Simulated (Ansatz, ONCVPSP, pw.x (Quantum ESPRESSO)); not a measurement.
**From atom to crystal: ONCV potential for tungsten**

ONCVPSP 4.0.1.1 (patched build) input, shortened (lines: element, Z, core and valence counts, functional; n l f; lmax; l rc ep ncon nbas qcut; lloc lpopt rc5 dvloc0; l nproj debl; icmod fcfact rcfact), PBE, scalar-relativistic:

```
  W 74.00   10    4        4      upf
    1    0    2.00
    2    0    2.00
    2    1    6.00
    3    0    2.00
    3    1    6.00
    3    2   10.00
    4    0    2.00
    4    1    6.00
    4    2   10.00
    4    3   14.00
    5    0    2.00
    5    1    6.00
    5    2    4.50
    6    0    1.50
    2
    0    1.65    0.00    4    8    6.40
    1    1.90    0.00    4    8    7.20
    2    2.40    0.00    4    9    7.00
    4    5    1.30    0.00
    0    3    1.90
    1    2    1.80
    2    2    2.80
    0    0.00    0.00
```

Atomic tests: cutoffs needed: 17 Ha and 21 Ha (the cutoffs (Ha) at which the residual kinetic energy of the hardest occupied pseudo-wave falls to 1 and 0.1 mHa per electron); ghost test: no bound ghost flagged; GHOST(+) flagged for s at 341.2 eV; largest excitation error: -4.9 meV (all-electron minus pseudo) for 5s2 5p6 5d5 6s0, out of 4 test configurations.

Crystal test: bcc W in pw.x 7.5, no spin, 14³ k-points, Fermi–Dirac smearing 0.01 Ry, cutoffs 50/200 Ry. The reference is all-electron LAPW (Ansatz 0.2.0) with the same functional, mesh and smearing; V0 and B0 come from Birch–Murnaghan fits to the pressures at five volumes. Errors are pseudo minus all-electron; Δ is the rms difference of the E(V) curves that follow from these fits, minima aligned, over ±6 % about the mean V0. Mesh and smearing are coarse, so the numbers serve the comparison and aren't converged zero-temperature values; the lattice is a test structure that the element need not adopt.

```json
{"V (Å³/atom)": "15.323", "P all-electron (GPa)": "17.51", "P pseudo (GPa)": "13.30"}
{"V (Å³/atom)": "15.727", "P all-electron (GPa)": "8.35", "P pseudo (GPa)": "4.56"}
{"V (Å³/atom)": "16.130", "P all-electron (GPa)": "0.30", "P pseudo (GPa)": "-3.13"}
{"V (Å³/atom)": "16.533", "P all-electron (GPa)": "-6.79", "P pseudo (GPa)": "-9.90"}
{"V (Å³/atom)": "16.936", "P all-electron (GPa)": "-13.02", "P pseudo (GPa)": "-15.85"}
```

All-electron: a0 = 3.184 Å (V0 = 16.15 Å³/atom), B0 = 300.6 GPa.

Pseudopotential: mean pressure error (GPa): -3.47; a0 (Å): 3.172; a0 error (%): -0.39; B0 error (%): +0.2; Δ (meV/atom): 12.3.

Task: At the middle volume, how do free energy and pressure move when the wave cutoff is lowered (ecutrho kept at four times it)?

Result:

```csv
cutoff (Ry),shift of F (meV/atom),shift of P (GPa)
22,+2624.6,-91.84
30,+331.5,-18.05
40,+11.8,-1.11
```

The run at the middle volume (104 k-points, 8 iterations) took about 5.4 s on one core of a shared host (AMD EPYC 9R45 96-Core Processor, 96 threads, 376 GiB, load 21).
